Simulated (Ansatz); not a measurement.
Computed with Ansatz on PBE0-D4/def2-TZVP structures; ΔE is electronic, products minus reactants. CBS: MP2 limit from def2 TZ/QZ plus the TZ coupled-cluster correction, frozen cores. This one scheme is used for every species, atoms too. Functionals use def2-TZVPP. B3LYP here is the variant with VWN-RPA as its local correlation; programs differ in this. HSE06 is defined as in plane-wave codes. Open shells (•) are unrestricted, without spin–orbit coupling. Spin–orbit coupling would lower the free atoms: a little for B.

`B[NH]`• → B• + 3 H• + N•  (atomization)

| level | ΔE (kJ/mol) | difference from CCSD(T)/CBS |
| --- | --- | --- |
| PBE-D4 | 1651.9 | 72.9 |
| BLYP-D4 | 1642.5 | 63.5 |
| B97M-V | 1613.7 | 34.7 |
| r2SCANh-D4 | 1606.2 | 27.2 |
| HSE06-D4 | 1610.5 | 31.5 |
| B2PLYP | 1595.0 | 16.0 |
| PBE-QIDH | 1572.0 | -7.0 |
| B3LYP | 1626.5 | 47.5 |
| HF/def2-TZVPP | 1158.2 | -420.8 |
| SCS-MP2/def2-TZVPP | 1545.6 | -33.4 |
| CCSD/def2-TZVPP | 1515.7 | -63.3 |
| MP2/CBS(def2) | 1575.7 | -3.3 |
| CCSD/CBS(def2) | 1558.5 | -20.5 |
| HF/cc-pV(D+d)Z | 1124.1 | -454.9 |
| CCSD/cc-pV(T+d)Z | 1512.5 | -66.5 |
| MP2/cc-pV(Q+d)Z | 1558.0 | -21.0 |
| CCSD(T)/CBS | 1579.0 | 0 |

Largest T1 diagnostic among the species: 0.030.

From PBE to PBE0 (25 % exact exchange), in def2-TZVPP and without D4, ΔE moves by −42.3 kJ/mol: exact exchange takes away binding that semilocal exchange gives to molecules. The D4 term adds +5.6 kJ/mol with B3LYP and +2.8 kJ/mol with PBE0; it sums over pairs of atoms, weighted by their polarisabilities, and B3LYP, whose exchange is more repulsive, gets the larger term.

For atomizations the MP2-based limit and the directly extrapolated one differ by several kJ/mol either way, and by 10 to 25 for some Ge, Se and Sn compounds, so smaller differences from it don't rank the levels.
